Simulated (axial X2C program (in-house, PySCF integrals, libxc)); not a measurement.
# Worked dissociation energy of SiS: MP2, 2c

Calculated with an axial X2C code built on PySCF integrals. Two-component (2c) means X2C with spin–orbit coupling and atomic mean-field two-electron Coulomb and Gaunt terms. Basis: S dyall-av3z [9s8p3d2f], Si dyall-v3z [8s7p2d1f] (cores contracted in-house); Gaussian nuclei, density fitting, unrestricted open shells. Masses: S 31.972 u, Si 27.977 u.

Molecular state: Ω = 0 (closed shell).

Correlated methods: 10 electrons correlated (number of frozen shells: S 2 s, 1 p; Si 2 s, 1 p), 168 virtual spin orbitals or spinors in MP2.

```
E(S) (2M_J = 4)  : -398.658728 hartree
E(Si) (2M_J = 2) : -289.482888 hartree
E(SiS) at Re     : -688.369650 hartree
ωe               : 742.8 cm⁻¹
ωexe             : 2.33 cm⁻¹
```

(1) Work out De and D0.

The state is one determinant whose occupation by symmetry is held fixed; it was picked as the lowest of a PBE0 search that is not exhaustive. Closed shells are restricted here (equal orbitals for both partners); the stretched side of such a curve lies too high. Dissociation energies refer to the lowest single-determinant-based atoms at the same level and basis. A 2c atom that is not at its ground J level misses part of its spin–orbit lowering, and De is too large by that part (0.04 eV or less for light atoms). This holds for MP2.

Each atomic determinant is the lowest at this level and need not be a pure J level. Totals compare only within one Hamiltonian and basis.

Answers

(1) De = -398.658728 + (-289.482888) − (-688.369650) = 0.22803 hartree = 6.205 eV. The zero-point energy is ωe/2 − ωexe/4 = 371 cm⁻¹ = 0.046 eV, so D0 = 6.159 eV.
